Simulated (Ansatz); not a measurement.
**C8H18: basis-set convergence**

The task here is to estimate one member of a computed series from the others.

The runs use Ansatz 0.2.0, Gaussian basis; one geometry, several basis sets.

Levels to be run: PBE0-D4/def2-SVP; ωB97M-V/def2-SVP; PBE0-D4/def2-QZVPP; ωB97M-V/def2-QZVPP; the functionals' def2-TZVPP values are taken from earlier runs.

## Structure used throughout

The geometry comes from an earlier relaxation with PBE0-D4 in a triple-zeta def2 set; it is a stationary point, not always the lowest conformer.

26 atoms, charge 0, spin multiplicity 1.

Atoms are counted from 1 here; the program's logs count them from 0.

Bond lengths: C1–C2 1.520 Å, C1–H9 1.093 Å, C1–H10 1.092 Å, C1–H11 1.092 Å, C2–C3 1.540 Å, C2–H12 1.096 Å, C2–H13 1.095 Å, C3–C4 1.530 Å, C3–C5 1.528 Å, C3–C6 1.551 Å, C4–H14 1.093 Å, C4–H15 1.094 Å, C4–H16 1.092 Å, C5–H17 1.093 Å, C5–H18 1.094 Å, C5–H19 1.092 Å, C6–C7 1.525 Å, C6–C8 1.524 Å and more. Angles: C2–C1–H9 110.4°, C2–C1–H10 111.9°, C2–C1–H11 112.1°, H9–C1–H10 107.3°, H9–C1–H11 107.2°, H10–C1–H11 107.6°, C1–C2–C3 116.6°, C1–C2–H12 108.9°, C1–C2–H13 109.2°, C3–C2–H12 107.2°, C3–C2–H13 109.0°, H12–C2–H13 105.4°, C2–C3–C4 108.8°, C2–C3–C5 107.3°, C2–C3–C6 110.9°, C4–C3–C5 108.3°, C4–C3–C6 109.6°, C5–C3–C6 111.7° and more.

Set-up of the first run:

File in.yaml:

```yaml
crystal:
  periodic: [false, false, false]
  atoms:
    - {symbol: C, position_ang: [0.951234, -1.840690, -1.366068]}
    - {symbol: C, position_ang: [0.297820, -1.607156, -0.014016]}
    - {symbol: C, position_ang: [-0.482242, -0.290597, 0.155512]}
    - {symbol: C, position_ang: [-1.688015, -0.305998, -0.785381]}
    - {symbol: C, position_ang: [-0.996852, -0.249634, 1.593173]}
    - {symbol: C, position_ang: [0.416124, 0.931648, -0.168081]}
    - {symbol: C, position_ang: [-0.294128, 2.271502, -0.006835]}
    - {symbol: C, position_ang: [1.720008, 0.958702, 0.620772]}
    - {symbol: H, position_ang: [1.422086, -2.826098, -1.396396]}
    - {symbol: H, position_ang: [0.225443, -1.802523, -2.181721]}
    - {symbol: H, position_ang: [1.728743, -1.103670, -1.580019]}
    - {symbol: H, position_ang: [-0.402138, -2.426241, 0.187958]}
    - {symbol: H, position_ang: [1.058583, -1.673798, 0.770361]}
    - {symbol: H, position_ang: [-1.387294, -0.225320, -1.833148]}
    - {symbol: H, position_ang: [-2.250386, -1.236800, -0.668368]}
    - {symbol: H, position_ang: [-2.374531, 0.515939, -0.574311]}
    - {symbol: H, position_ang: [-0.179432, -0.256439, 2.318259]}
    - {symbol: H, position_ang: [-1.617678, -1.127509, 1.793507]}
    - {symbol: H, position_ang: [-1.610999, 0.633660, 1.781022]}
    - {symbol: H, position_ang: [0.678415, 0.838825, -1.229496]}
    - {symbol: H, position_ang: [0.359862, 3.082740, -0.336579]}
    - {symbol: H, position_ang: [-1.210798, 2.333064, -0.595231]}
    - {symbol: H, position_ang: [-0.549047, 2.468129, 1.037962]}
    - {symbol: H, position_ang: [1.536688, 1.047478, 1.695118]}
    - {symbol: H, position_ang: [2.328700, 0.067802, 0.457569]}
    - {symbol: H, position_ang: [2.319812, 1.822993, 0.324418]}
basis:
  gaussian: {orbitals: def2-SVP}
hamiltonian: {xc: pbe0, dispersion: d4}
output: {orbitals: {seedname: orbitals}}
```

Among the steps run: PBE0-D4 in def2-SVP; ωB97M-V in def2-SVP; PBE0-D4 in def2-QZVPP; ωB97M-V in def2-QZVPP.

One table of the session follows, with a row left open; its other results are not shown here.

It belongs to the step «Density functionals: the series». 

| functional | basis | HOMO (eV) | LUMO (eV) |
| --- | --- | --- | --- |
| PBE0-D4 | def2-SVP | ? | ? |
| PBE0-D4 | def2-TZVPP | -8.33 | 1.07 |
| PBE0-D4 | def2-QZVPP | -8.34 | 0.58 |
| ωB97M-V | def2-SVP | -10.58 | 3.27 |
| ωB97M-V | def2-TZVPP | -10.60 | 2.48 |
| ωB97M-V | def2-QZVPP | -10.60 | 1.63 |

Estimate the missing values for PBE0-D4, def2-SVP.

The run gave: HOMO (eV): -8.31; LUMO (eV): 1.63. In the column «HOMO (eV)» it is the highest.
